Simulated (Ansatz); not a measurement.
Consider the substitution at a C–C bond: `FCC1=CC1` + CH₃SH → `CSCF` + `C1=CC1`.

Program: Ansatz. Geometries: PBE0-D4/def2-TZVP. ΔE: electronic, gas phase. CCSD(T)/CBS is the MP2 limit (def2-TZVPP, def2-QZVPP) plus CCSD(T) − MP2 in def2-TZVPP, frozen cores. This one scheme is used for every species. DFT in def2-TZVPP. B3LYP here is the variant with VWN-RPA as its local correlation; programs differ in this. HSE06 is defined as in plane-wave codes. Each species was taken in one conformer, which may not be the lowest.

```tsv
level	ΔE (kJ/mol)	difference from CCSD(T)/CBS
PBE-D4	13.6	0.2
revPBE-D4	12.0	-1.4
PBE0-D4	16.9	3.5
B3LYP-D4	16.3	2.9
HSE06-D4	16.9	3.5
ωB97X-V	15.1	1.7
ωB97M-V	13.9	0.5
B2PLYP	16.5	3.1
BLYP	15.2	1.8
B3LYP	17.7	4.3
r2SCANh	15.3	1.9
r2SCAN0	16.8	3.4
MP2/def2-SVP	27.3	13.9
CCSD/def2-TZVPP	19.3	5.9
MP2/CBS(def2)	12.7	-0.7
CCSD/CBS(def2)	15.6	2.2
CCSD(T)/CBS	13.4	0
```

Largest T1 diagnostic among the species: 0.011.

From BLYP to BHLYP (50 % exact exchange), in def2-TZVPP and without D4, ΔE moves by +5.2 kJ/mol. At CCSD(T), def2-SVP lies +14.1 kJ/mol from the extrapolated value and def2-TZVPP +3.7 kJ/mol.
